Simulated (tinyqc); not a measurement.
Pariser-Parr-Pople SCF with singles CI, for the molecule Nc1cccs1 (SMILES; centres numbered as the heavy atoms are written), step by step. Computed by tinyqc, a small Python program that keeps every step. Settings: charge = 0, gamma = Ohno, start = core, damping = 0.5, iteration cap = 83, excitations kept = 9. Command: `OMP_NUM_THREADS=1 python tinyqc.py 30915 30916 out.jsonl` (the two numbers bound the seeds that draw the settings). One thread of a shared host (Intel(R) Xeon(R) Processor @ 2.60GHz), about 0.01 s of CPU time with the checks. Later iterations appear only in the table of the cycle.

## PPP integrals

Centres (angstrom, eV; a flat drawing with bonds scaled to 1.40 angstrom):
```
centre          x          y  core charge z          W   gamma_rr
1N       2.159000   0.000000              2  25.600000  16.800000
2C       0.759000   0.000000              1  11.160000  11.130000
3C      -0.064000   1.133000              1  11.160000  11.130000
4C      -1.395000   0.700000              1  11.160000  11.130000
5C      -1.395000  -0.700000              1  11.160000  11.130000
6S      -0.064000  -1.133000              2  22.000000  13.000000
```

Resonance integrals (eV):
```
i  j       beta
1  2  -2.140000
2  3  -2.280000
3  4  -2.280000
4  5  -2.280000
5  6  -1.930000
6  2  -1.930000
```

Ohno: gamma = 14.399645/sqrt(R^2 + a^2), a = 2 x 14.399645/(gamma_rr + gamma_ss); H_rr = -W_r - sum_(s != r) z_s gamma_rs; H_rs = beta for bonds.

repulsion gamma_rs (eV), order 1N, 2C, 3C, 4C, 5C, 6S:
```
[[16.800000, 8.281656, 5.333701, 3.823406, 3.823406, 5.381632],
 [8.281656, 11.130000, 7.552804, 5.520570, 5.520570, 7.826040],
 [5.333701, 7.552804, 11.130000, 7.554850, 5.519866, 5.622455],
 [3.823406, 5.520570, 7.554850, 11.130000, 7.553862, 5.623872],
 [3.823406, 5.520570, 5.519866, 7.553862, 11.130000, 7.828316],
 [5.381632, 7.826040, 5.622455, 5.623872, 7.828316, 13.000000]]
```

core matrix H (eV), order 1N, 2C, 3C, 4C, 5C, 6S:
```
[[-57.625432, -2.140000, 0.000000, 0.000000, 0.000000, 0.000000],
 [-2.140000, -61.969335, -2.280000, 0.000000, 0.000000, -1.930000],
 [0.000000, -2.280000, -53.699832, -2.280000, 0.000000, 0.000000],
 [0.000000, 0.000000, -2.280000, -50.683837, -2.280000, 0.000000],
 [0.000000, 0.000000, 0.000000, -2.280000, -53.057741, -1.930000],
 [0.000000, -1.930000, 0.000000, 0.000000, -1.930000, -59.663946]]
```

## Starting guess

pi electrons, sum of z_r less the charge = 8

Orbitals of the core matrix H.

P at the start, order 1N, 2C, 3C, 4C, 5C, 6S:
```
[[1.981010, 0.045231, -0.131119, 0.035960, 0.122080, -0.046737],
 [0.045231, 1.890974, 0.327025, -0.126273, -0.264411, 0.106372],
 [-0.131119, 0.327025, 0.927178, 0.710441, 0.543005, -0.266419],
 [0.035960, -0.126273, 0.710441, 0.656682, 0.596410, -0.066808],
 [0.122080, -0.264411, 0.543005, 0.596410, 0.678098, 0.401252],
 [-0.046737, 0.106372, -0.266419, -0.066808, 0.401252, 1.866057]]
```

## Iteration 1: Fock matrix

F_rr = H_rr + P_rr gamma_rr / 2 + sum_(s != r) P_ss gamma_rs; F_rs = H_rs - P_rs gamma_rs / 2; E = tr P (H + F) / 2 + core repulsion sum_(r<s) z_r z_s gamma_rs.

F (eV), order 1N, 2C, 3C, 4C, 5C, 6S:
```
[[-5.233418, -2.327292, 0.349674, -0.068744, -0.233381, 0.125761],
 [-2.327292, -6.064639, -3.514978, 0.348551, 0.729850, -2.346236],
 [0.349674, -3.514978, -4.495844, -4.963637, -1.498657, 0.748964],
 [-0.068744, 0.348551, -4.963637, -6.394522, -4.532600, 0.187860],
 [-0.233381, 0.729850, -1.498657, -4.532600, -6.584194, -3.500563],
 [0.125761, -2.346236, 0.748964, 0.187860, -3.500563, -7.860186]]
```

pi energy = -113.741930 eV

## Iteration 1: orbitals and new P

Diagonalise F (the basis is taken as orthonormal) and form P = 2 sum c c over the lowest orbitals; 0.5 of the old P is kept.

orbital energies (eV): [-14.223651, -9.625350, -8.831615, -4.900037, -0.474871, 1.422722]

P after iteration 1, order 1N, 2C, 3C, 4C, 5C, 6S:
```
[[1.912362, 0.177009, -0.209659, 0.021552, 0.181536, -0.136958],
 [0.177009, 1.633530, 0.487699, -0.127474, -0.328768, 0.260380],
 [-0.209659, 0.487699, 0.972243, 0.689172, 0.256450, -0.244175],
 [0.021552, -0.127474, 0.689172, 0.853189, 0.636937, -0.171127],
 [0.181536, -0.328768, 0.256450, 0.636937, 0.903762, 0.479355],
 [-0.136958, 0.260380, -0.244175, -0.171127, 0.479355, 1.724914]]
```

## Iteration 2: Fock matrix

As before.

F (eV), order 1N, 2C, 3C, 4C, 5C, 6S:
```
[[-6.847217, -2.872965, 0.559129, -0.041201, -0.347044, 0.368528],
 [-2.872965, -6.499440, -4.121749, 0.351864, 0.907493, -2.948872],
 [0.559129, -4.121749, -4.618988, -4.883294, -0.707786, 0.686433],
 [-0.041201, 0.351864, -4.883294, -5.733350, -4.685669, 0.481197],
 [-0.347044, 0.907493, -0.707786, -4.685669, -6.383858, -3.806272],
 [0.368528, -2.948872, 0.686433, 0.481197, -3.806272, -8.036753]]
```

pi energy = -116.571676 eV

## Iteration 2: orbitals and new P

As before.

orbital energies (eV): [-13.982950, -10.420338, -9.661906, -6.412041, 0.396437, 1.961191]

P after iteration 2, order 1N, 2C, 3C, 4C, 5C, 6S:
```
[[1.875644, 0.254515, -0.249024, 0.018317, 0.199025, -0.186475],
 [0.254515, 1.469766, 0.572852, -0.126566, -0.351625, 0.357747],
 [-0.249024, 0.572852, 1.017747, 0.670888, 0.084511, -0.229704],
 [0.018317, -0.126566, 0.670888, 0.960424, 0.661802, -0.228744],
 [0.199025, -0.351625, 0.084511, 0.661802, 1.037943, 0.515406],
 [-0.186475, 0.357747, -0.229704, -0.228744, 0.515406, 1.638476]]
```

## Iteration 3: Fock matrix

As before.

F (eV), order 1N, 2C, 3C, 4C, 5C, 6S:
```
[[-7.811326, -3.193904, 0.664109, -0.035016, -0.380477, 0.501771],
 [-3.193904, -6.714904, -4.443319, 0.349357, 0.970584, -3.329871],
 [0.664109, -4.443319, -4.733668, -4.814229, -0.233244, 0.645751],
 [-0.035016, 0.349357, -4.814229, -5.309799, -4.779579, 0.643214],
 [-0.380477, 0.970584, -0.233244, -4.779579, -6.297050, -3.947381],
 [0.501771, -3.329871, 0.645751, 0.643214, -3.947381, -8.168494]]
```

pi energy = -118.354018 eV

## Iteration 3: orbitals and new P

As before.

orbital energies (eV): [-14.030891, -10.968338, -9.906388, -7.256469, 0.828589, 2.298257]

P after iteration 3, order 1N, 2C, 3C, 4C, 5C, 6S:
```
[[1.856846, 0.298753, -0.267666, 0.018116, 0.199794, -0.213148],
 [0.298753, 1.367937, 0.617048, -0.123899, -0.355955, 0.418560],
 [-0.267666, 0.617048, 1.054674, 0.656499, -0.016741, -0.222282],
 [0.018116, -0.123899, 0.656499, 1.016025, 0.678383, -0.259777],
 [0.199794, -0.355955, -0.016741, 0.678383, 1.117197, 0.529033],
 [-0.213148, 0.418560, -0.222282, -0.259777, 0.529033, 1.587321]]
```

## Convergence

Stop when output and input P, before any damping, agree to 1e-7.

Course of the cycle:
```
iteration         E (eV)  largest |P(out) - P(in)|
1          -113.74192995                  5.73e-01
2          -116.57167645                  3.44e-01
3          -118.35401790                  2.04e-01
4          -119.37132868                  1.27e-01
5          -119.92615139                  8.05e-02
6          -120.22219497                  5.22e-02
7          -120.37859578                  3.47e-02
8          -120.46094658                  2.37e-02
9          -120.50433354                  1.66e-02
10         -120.52726489                  1.18e-02
11         -120.53944533                  8.64e-03
...                  ...                       ...
47         -120.55373016                  1.14e-06
48         -120.55373016                  8.89e-07
49         -120.55373016                  6.94e-07
50         -120.55373016                  5.42e-07
51         -120.55373016                  4.23e-07
52         -120.55373016                  3.30e-07
53         -120.55373016                  2.58e-07
54         -120.55373016                  2.02e-07
55         -120.55373016                  1.57e-07
56         -120.55373016                  1.23e-07
57         -120.55373016                  9.60e-08
```

Converged in 57 iterations.

## Converged orbitals

Charges are z - P_rr.

orbital energies (eV): [-14.462825, -11.583488, -10.037737, -8.363938, 1.234547, 2.755640]

coefficients, order 1N, 2C, 3C, 4C, 5C, 6S:
```
[[0.315239, 0.576951, 0.004758, 0.697587, -0.252395, -0.131906],
 [0.582372, 0.383745, 0.003037, -0.319305, 0.546347, 0.336336],
 [0.362450, 0.010376, -0.564911, -0.367336, -0.236593, -0.598737],
 [0.280789, -0.381584, -0.501321, 0.203758, -0.296284, 0.628432],
 [0.333957, -0.566701, 0.069365, 0.436061, 0.506256, -0.340684],
 [0.489619, -0.230223, 0.651697, -0.211695, -0.487592, 0.000078]]
```

pi charges: [0.162205, -0.176765, -0.171075, -0.034578, -0.255278, 0.475492]

## Singles CI, singlets

Over the 8 single excitations with the smallest orbital gaps: A = (e_a - e_i) delta + 2 (ia|jb) - (ij|ab), with (pq|rs) = sum c_mp c_mq gamma_mn c_nr c_ns. f = 2/3 w |mu|^2 in atomic units, mu = sqrt2 sum c_ia sum_m c_mi c_ma R_m.

singlet CI matrix (eV), order 4>5, 4>6, 3>5, 3>6, 2>5, 2>6, 1>5, 1>6:
```
[[4.850676, -0.227506, -0.029423, -0.656617, 0.140173, -0.349821, 0.162377, -0.052768],
 [-0.227506, 6.111897, 0.725522, -0.013391, -0.291218, 0.355533, -0.004054, 0.280226],
 [-0.029423, 0.725522, 5.858282, 0.022810, 0.118300, -0.554654, -0.262431, -0.120866],
 [-0.656617, -0.013391, 0.022810, 6.845535, 0.482018, -0.111320, 0.112791, 0.299442],
 [0.140173, -0.291218, 0.118300, 0.482018, 7.029163, -0.183592, 0.099684, -0.494549],
 [-0.349821, 0.355533, -0.554654, -0.111320, -0.183592, 8.681214, -0.508286, 0.304249],
 [0.162377, -0.004054, -0.262431, 0.112791, 0.099684, -0.508286, 9.070169, -0.286635],
 [-0.052768, 0.280226, -0.120866, 0.299442, -0.494549, 0.304249, -0.286635, 10.903014]]
```

singlet excitation energies (eV): [4.567900, 5.072954, 6.469363, 6.803682, 7.458991, 8.490581, 9.361663, 11.124815]

oscillator strengths: [0.303709, 0.009685, 0.429263, 0.527060, 0.369584, 0.174702, 0.040293, 0.014145]

## Singles CI, triplets

Over the 8 single excitations with the smallest orbital gaps: A = (e_a - e_i) delta - (ij|ab), with (pq|rs) = sum c_mp c_mq gamma_mn c_nr c_ns.

triplet CI matrix (eV), order 4>5, 4>6, 3>5, 3>6, 2>5, 2>6, 1>5, 1>6:
```
[[2.654729, -0.648138, 0.235884, -0.240235, 0.383767, -0.851745, 0.372171, 0.316857],
 [-0.648138, 4.823244, -0.240235, -0.266174, -0.851745, 0.923347, 0.316857, 0.435731],
 [0.235884, -0.240235, 3.823570, 0.042422, 0.341907, 0.168737, -0.656570, 0.019306],
 [-0.240235, -0.266174, 0.042422, 5.247278, 0.168737, -0.438892, 0.019306, 0.838743],
 [0.383767, -0.851745, 0.341907, 0.168737, 5.647864, -0.076436, 0.114364, -0.972983],
 [-0.851745, 0.923347, 0.168737, -0.438892, -0.076436, 7.803900, -0.972983, 0.425819],
 [0.372171, 0.316857, -0.656570, 0.019306, 0.114364, -0.972983, 8.041698, -0.482498],
 [0.316857, 0.435731, 0.019306, 0.838743, -0.972983, 0.425819, -0.482498, 10.310154]]
```

triplet excitation energies (eV): [2.256203, 3.673682, 4.081434, 5.034166, 5.957859, 7.506837, 8.950901, 10.891356]
